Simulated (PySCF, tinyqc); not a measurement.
Inside a calculation. Method: CIS and TDHF on RHF in the sto-3g basis, for CH2, spin multiplicity 1. The lowest restricted solution is unstable here: a spin-polarised one lies 0.0296 hartree lower (PySCF). One step of it, computed by the program tinyqc.

Question. TDHF (RPA) triplet states. B(ia,jb) = - (ib|ja); the squared energies are the eigenvalues of (A - B)(A + B); 1 hartree = 27.211386 eV.

CIS matrix A, triplet (hartree), lower triangle:
```
,1>5,1>6,1>7,2>5,2>6,2>7,3>5,3>6,3>7,4>5,4>6,4>7
1>5,10.386374
1>6,0.000000,10.882850
1>7,0.000000,0.000000,10.903928
2>5,0.009300,0.000000,0.000000,0.482668
2>6,0.000000,0.005661,0.000000,0.000000,0.823875
2>7,0.000000,0.000000,0.008686,0.000000,0.000000,0.914855
3>5,0.000000,0.000000,0.000000,0.000000,0.000000,0.000000,0.249954
3>6,0.000000,0.000000,-0.008041,0.000000,0.000000,-0.107685,0.000000,0.543681
3>7,0.000000,-0.008041,0.000000,0.000000,-0.107685,0.000000,0.000000,0.000000,0.613086
4>5,-0.004883,0.000000,0.000000,0.051785,0.000000,0.000000,0.000000,0.000000,0.000000,-0.046754
4>6,0.000000,-0.020925,0.000000,0.000000,-0.053631,0.000000,0.000000,0.000000,-0.040590,0.000000,0.400096
4>7,0.000000,0.000000,-0.003972,0.000000,0.000000,0.013618,0.000000,-0.040590,0.000000,0.000000,0.000000,0.412491
```

Two-electron integrals over orbitals (pq|rs), unique and non-zero (hartree):
```
p,q,r,s,(pq|rs)
1,1,1,1,3.507913
2,1,1,1,-0.293211
2,1,2,1,0.039087
2,2,1,1,0.713521
2,2,2,1,-0.007507
2,2,2,2,0.538914
3,1,3,1,0.007184
3,2,3,1,0.012341
3,2,3,2,0.138271
3,3,1,1,0.585995
3,3,2,1,-0.002367
3,3,2,2,0.501107
3,3,3,3,0.509070
4,1,1,1,0.168041
4,1,2,1,-0.019428
4,1,2,2,0.014341
4,1,3,3,0.006164
4,1,4,1,0.026380
4,2,1,1,-0.097005
4,2,2,1,0.007502
4,2,2,2,0.019441
4,2,3,3,0.021713
4,2,4,1,0.012469
4,2,4,2,0.079516
4,3,3,1,-0.002459
4,3,3,2,0.027839
4,3,4,3,0.035961
4,4,1,1,0.791928
4,4,2,1,-0.012706
4,4,2,2,0.495233
4,4,3,3,0.454285
4,4,4,1,-0.011103
4,4,4,2,-0.087611
4,4,4,4,0.645573
5,1,5,1,0.021677
5,2,5,1,0.023681
5,2,5,2,0.091198
5,3,5,3,0.018880
5,4,5,1,-0.013350
5,4,5,2,-0.040620
5,4,5,4,0.050940
5,5,1,1,0.851997
5,5,2,1,-0.009300
5,5,2,2,0.542365
5,5,3,3,0.471262
5,5,4,1,0.004883
5,5,4,2,-0.051785
5,5,4,4,0.573708
5,5,5,5,0.672833
6,1,1,1,-0.209872
6,1,2,1,0.030385
6,1,2,2,0.000841
6,1,3,3,0.001212
6,1,4,1,-0.004422
6,1,4,2,0.015287
6,1,4,4,-0.019521
6,1,5,5,-0.005685
6,1,6,1,0.030499
6,2,1,1,0.241232
6,2,2,1,-0.005229
6,2,2,2,0.085659
6,2,3,3,0.027339
6,2,4,1,0.014821
6,2,4,2,-0.000826
6,2,4,4,0.069014
6,2,5,5,0.124533
6,2,6,1,0.003692
6,2,6,2,0.096295
6,3,3,1,0.001492
6,3,3,2,-0.066338
6,3,4,3,-0.033544
6,3,6,3,0.084000
6,4,1,1,0.122200
6,4,2,1,-0.000575
6,4,2,2,0.037294
6,4,3,3,0.003642
6,4,4,1,0.002019
6,4,4,2,-0.017359
6,4,4,4,0.070227
6,4,5,5,0.060764
6,4,6,1,0.000842
6,4,6,2,0.050895
6,4,6,4,0.041240
6,5,5,1,0.015522
6,5,5,2,0.053487
6,5,5,4,-0.011257
6,5,6,5,0.041114
6,6,1,1,0.678985
6,6,2,1,-0.005661
6,6,2,2,0.524622
6,6,3,3,0.500998
6,6,4,1,0.020925
6,6,4,2,0.053631
6,6,4,4,0.450322
6,6,5,5,0.494911
6,6,6,1,0.007432
6,6,6,2,0.063492
6,6,6,4,0.020156
6,6,6,6,0.560607
7,1,3,1,0.012092
7,1,3,2,0.019068
7,1,4,3,-0.004345
7,1,6,3,0.002090
7,1,7,1,0.020441
7,2,3,1,0.009124
7,2,3,2,0.004123
7,2,4,3,-0.033166
7,2,6,3,0.045581
7,2,7,1,0.014390
7,2,7,2,0.055190
7,3,1,1,0.252742
7,3,2,1,-0.005756
7,3,2,2,0.061020
7,3,3,3,0.025483
7,3,4,1,-0.000534
7,3,4,2,-0.061177
7,3,4,4,0.119187
7,3,5,5,0.129659
7,3,6,1,-0.006286
7,3,6,2,0.074131
7,3,6,4,0.050998
7,3,6,6,0.007054
7,3,7,3,0.120597
7,4,3,1,-0.008458
7,4,3,2,-0.072628
7,4,4,3,0.003671
7,4,6,3,0.042178
7,4,7,1,-0.013936
7,4,7,2,-0.009229
7,4,7,4,0.063943
7,5,5,3,0.018411
7,5,7,5,0.022478
7,6,3,1,0.008041
7,6,3,2,0.107685
7,6,4,3,0.040590
7,6,6,3,-0.075827
7,6,7,1,0.012640
7,6,7,2,-0.023361
7,6,7,4,-0.053136
7,6,7,6,0.110302
7,7,1,1,0.735279
7,7,2,1,-0.008686
7,7,2,2,0.511014
7,7,3,3,0.508965
7,7,4,1,0.003972
7,7,4,2,-0.013618
7,7,4,4,0.515300
7,7,5,5,0.520672
7,7,6,1,-0.006240
7,7,6,2,0.044835
7,7,6,4,0.018231
7,7,6,6,0.506728
7,7,7,3,0.065797
7,7,7,7,0.549353
```

Give: TDHF matrix B, triplet; squared energies w^2; TDHF energies from the positive w^2.

Answer.

TDHF matrix B, triplet (hartree), lower triangle:
```
,1>5,1>6,1>7,2>5,2>6,2>7,3>5,3>6,3>7,4>5,4>6,4>7
1>5,-0.0217
1>6,0.0000,-0.0305
1>7,0.0000,0.0000,-0.0204
2>5,-0.0237,0.0000,0.0000,-0.0912
2>6,0.0000,-0.0037,0.0000,0.0000,-0.0963
2>7,0.0000,0.0000,-0.0144,0.0000,0.0000,-0.0552
3>5,0.0000,0.0000,0.0000,0.0000,0.0000,0.0000,-0.0189
3>6,0.0000,0.0000,0.0063,0.0000,0.0000,-0.0741,0.0000,-0.0840
3>7,0.0000,-0.0021,0.0000,0.0000,-0.0456,0.0000,0.0000,0.0000,-0.1206
4>5,0.0133,0.0000,0.0000,0.0406,0.0000,0.0000,0.0000,0.0000,0.0000,-0.0509
4>6,0.0000,-0.0008,0.0000,0.0000,-0.0509,0.0000,0.0000,0.0000,-0.0422,0.0000,-0.0412
4>7,0.0000,0.0000,0.0139,0.0000,0.0000,0.0092,0.0000,-0.0510,0.0000,0.0000,0.0000,-0.0639
```

squared energies w^2 (hartree^2): -0.0005  0.0621  0.1294  0.1480  0.2267  0.2633  0.3253  0.7538  0.8876  107.8751  118.4366  118.8947

TDHF energies from the positive w^2 (eV): 6.7822  9.7884  10.4678  12.9572  13.9637  15.5206  23.6251  25.6368  282.6254  296.1376  296.7098

A + B or A - B has a negative eigenvalue: the restricted solution is unstable towards a spin-polarised one, a negative w^2 means an imaginary energy, and the lowest roots have no physical meaning.
